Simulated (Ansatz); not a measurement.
The input, for Ansatz 0.2.0:

```yaml
crystal:
  periodic: [false, false, false]
  atoms:
    - {symbol: B, position_ang: [-1.321551, 0.035086, 0.000000]}
    - {symbol: H, position_ang: [-1.918284, 1.068657, 0.000000]}
    - {symbol: H, position_ang: [-1.918284, -0.998486, 0.000000]}
    - {symbol: H, position_ang: [0.068449, 0.035086, 0.000000]}
    - {symbol: N, position_ang: [1.186449, 0.035086, 0.000000]}
    - {symbol: H, position_ang: [1.455531, -0.969141, 0.000000]}
basis:
  gaussian: {orbitals: cc-pVDZ}
magnetization: {spin_polarized: false, initial_magnetization: 2}
correlation: {method: mp2, electrons: all}
```

```sh
$ ansatz run in.yaml --threads 1 --pin off --events-out ev --progress --plain --max-ram 2393MiB
```

Output:

```
440 factors; integrals over basis functions are off by at most 1.4e-3 eV
mean field evaluation 1: about -2210.3976 eV, gradient 1.5e1 eV
mean field evaluation 2: about -2210.3976 eV, gradient 1.5e1 eV
mean field evaluation 4: about -2211.4894 eV, gradient 2.7e0 eV
mean field evaluation 8: about -2211.5154 eV, gradient 2.8e-3 eV
mean field evaluation 16: about -2210.1649 eV, gradient 5.3e-6 eV
mean field evaluation 32: about -2209.0439 eV, gradient 2.0e-2 eV
mean field -2211.51536414 eV, -81.2716906132 hartree, gradient 9.7e-7 eV, S^2 2.000000; 7 other end points of the search recorded, 0 dependent functions left out
mean field evaluation 64: about -2211.8657 eV, gradient 2.2e-1 eV
mean field evaluation 96: about -2209.5202 eV, gradient 1.7e0 eV
reference -2211.51536414 eV, -81.2716906132 hartree; 9, 7 occupied and 39, 41 virtual orbitals, 440 factors
second order -6.37244830 eV of doubles, -0.19757697 eV of singles
Total energy: -2218.08538940 eV, -81.5131345883 hartree
```

Ran on 1 thread of Intel Xeon 6975P-C, shared host: 0.66 s wall, 0.09 GiB peak host memory.
